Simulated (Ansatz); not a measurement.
**Worked example: Si2H2⁺ (H-bridged), doublet against Si$_{2}$H$_{2}$ (H-bridged), singlet**

Geometry (PBE0/def2-TZVP stationary point of a singlet), kept for both states (Si2H2 (H-bridged), singlet: A'; Si2H2⁺ (H-bridged), doublet: A''):

```xyz
4

Si    0.0000    0.0641    1.0054
Si    0.0000   -0.0046   -1.0948
H     0.0000   -0.3818    2.4302
H     0.0000   -1.2748    0.0623
```

Basis cc-pVDZ; Ansatz 0.2.0. Correlated methods freeze the noble-gas cores. Prefix R: restricted or restricted open-shell reference; prefix U: unrestricted.

Full CI isn't at hand for all of this; RCCSDTQ serves as the reference, and is uncertain by about the last step of the cluster series. The frozen core follows each run's orbitals, which can shift R against U totals by a few meV.

Unrestricted rows (U, and Kohn–Sham where it breaks symmetry) aren't spin-pure: their determinants' ⟨S²⟩ exceeds S(S+1) by up to 0.34, so they mix in states of higher spin.

| level | E(Si2H2 (H-bridged), singlet) (hartree) | E(Si2H2⁺ (H-bridged), doublet) (hartree) |
| --- | --- | --- |
| UHF | -578.907953 | -578.649393 |
| RCCSD(T) | -579.140741 | -578.845033 |
| PBE | -579.783748 | -579.483721 |
| B3LYP | -580.116410 | -579.818565 |
| RCCSDTQ | -579.143017 | -578.847138 |

Q: Give the vertical gap, Si2H2⁺ (H-bridged) doublet less Si2H2 (H-bridged) singlet, at each level in eV (1 hartree = 27.2114 eV), and each error against RCCSDTQ.

A: RCCSDTQ: (-578.847138 − (-579.143017)) × 27.2114 = 8.051 eV (the reference)
B3LYP: (-579.818565 − (-580.116410)) × 27.2114 = 8.105 eV, error 0.054 eV
PBE: (-579.483721 − (-579.783748)) × 27.2114 = 8.164 eV, error 0.113 eV
RCCSD(T): (-578.845033 − (-579.140741)) × 27.2114 = 8.047 eV, error -0.004 eV
UHF: (-578.649393 − (-578.907953)) × 27.2114 = 7.036 eV, error -1.015 eV

Total energies of functionals can't be set beside those of wave-function methods, since they hold the core's correlation and their own absolute errors; only the differences compare.

In so small a basis the reference is far from its limit while semilocal and hybrid functionals are nearer theirs, so the functionals' errors here hold much of the reference's basis and frozen-core error, which can add to them or hide them.

Each level lands on the state that its own search finds. T1 diagnostics of restricted CCSD: 0.019 and 0.021.
